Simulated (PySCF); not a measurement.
## Rock-salt MgS

Computed with PBE0 (GTH pseudopotentials, Gaussian basis; PySCF).

Cell: relaxed at this level.

```yaml
lattice_constant_a: 5.200 Å ± 0.02
volume_per_atom: 17.58 Å³/atom
bulk_modulus: 75.9 GPa ± 2
cohesive_energy: 3.75 eV/atom ± 0.04
pressure derivative B′ of the bulk modulus: 3.3
```

Measured, for comparison: lattice constant a 5.188 Å, equilibrium volume per atom 17.45 Å³/atom, bulk modulus 81 GPa, cohesive energy 4.04 eV/atom (corrected for zero-point motion; as tabulated in Goldzak et al. (2022), arXiv:2208.04865). Computed (rounded) less measured: lattice constant a +0.2 %, equilibrium volume per atom +0.7 %, bulk modulus -6 %, cohesive energy -0.29 eV/atom.

A ± is a rough bar: the spread of an extrapolation, a floor set from checks against published values, or a statistical error.
